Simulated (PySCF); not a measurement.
## `C[C@@H]1S[C@@H]1CF`, C4H7FS

Cartesian coordinates in Å; atom numbers follow the order of the lines, from 1:
```xyz
13

C     1.5149    0.5209    0.2882
C     0.7612   -0.7567    0.0473
S     0.2410   -1.1620   -1.6421
C    -0.7130   -0.7911   -0.1579
C    -1.5392    0.4690   -0.1857
F    -1.7988    0.8871    1.0992
H     1.3569    0.8440    1.3167
H     2.5792    0.3599    0.1320
H     1.1887    1.3117   -0.3818
H     1.1785   -1.6138    0.5680
H    -1.2436   -1.6444    0.2555
H    -1.0223    1.2875   -0.6939
H    -2.5079    0.2886   -0.6632
```

Method used: TDDFT wB97X-D/def2-SVPD circular dichroism and optical rotation, one conformer, gas phase in PySCF 2.14.0. Geometry: GFN2-xTB.

The molecule is flexible and this is one conformer; a measurement averages over conformers. States above about 8.7 eV (minus the energy of the highest occupied orbital) lie near or above the ionisation threshold and depend on the basis.

Question: Draw the ECD and absorption spectra from the lowest 12 states, each a Gaussian of half-width 0.25 eV at 1/e height.

Answer: 
```csv
E (eV),λ (nm),Δε (L mol⁻¹ cm⁻¹),ε (L mol⁻¹ cm⁻¹)
4.43,280,+0.02,0.119
4.53,274,+0.07,0.501
4.63,268,+0.22,1.53
4.73,262,+0.48,3.42
4.83,257,+0.78,5.52
4.93,251,+0.92,6.48
5.03,246,+0.78,5.52
5.13,242,+0.48,3.42
5.23,237,+0.22,1.53
5.33,233,+0.07,0.501
5.43,228,+0.02,0.119
5.53,224,0.00,0
5.63,220,0.00,0.0533
5.73,216,0.00,0.573
5.83,213,0.00,4.7
5.93,209,+0.01,28
6.03,206,+0.04,121
6.13,202,+0.11,379
6.23,199,+0.26,867
6.33,196,+0.43,1450
6.43,193,+0.53,1830
6.53,190,+0.49,1920
6.63,187,+0.38,2060
6.73,184,+0.32,2570
6.83,181,+0.29,3130
6.93,179,+0.16,3110
7.03,176,-0.28,2530
7.13,174,-1.43,2180
7.23,171,-3.72,2820
7.33,169,-7.19,4370
7.43,167,-10.94,5980
7.53,165,-13.16,6670
7.63,162,-12.25,6110
7.73,160,-8.21,4970
7.83,158,-2.83,4350
7.93,156,+1.57,4600
8.03,154,+3.27,4970
8.13,152,+1.21,4850
8.23,151,-5.06,4820
8.33,149,-14.70,5820
8.43,147,-23.24,7790
8.53,145,-22.78,9610
8.63,144,-9.68,10200
```
Δε uses R in velocity form, ε uses f in length form. Only the states computed contribute, so the short-wavelength end is incomplete.

The sign of the CD band at 180 nm isn't settled: the length form gives the opposite one.
